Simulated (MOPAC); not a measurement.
MOPAC input (PM6):

```
PM6 1SCF CHARGE=-1 GEO-OK AUX(PRECISION=9) THREADS=1
C2H6N

C    -0.01250278 1   -0.16829834 1    1.14391076 1
N     0.06210633 1    0.65089648 1    0.00291556 1
C    -0.01858037 1   -0.15746407 1   -1.14536995 1
H     0.80260144 1   -0.95701479 1    1.22954715 1
H     0.04682900 1    0.42338074 1    2.07234418 1
H    -0.96149308 1   -0.78871542 1    1.23502697 1
H     0.79603786 1   -0.94531417 1   -1.24279419 1
H     0.03583597 1    0.44297756 1   -2.06846351 1
H    -0.96805666 1   -0.77701480 1   -1.23731438 1
```

Task: What heat of formation does the run end on, and which ionisation energy by Koopmans theorem?

Result: 35.41 kcal/mol; 0.48 eV.
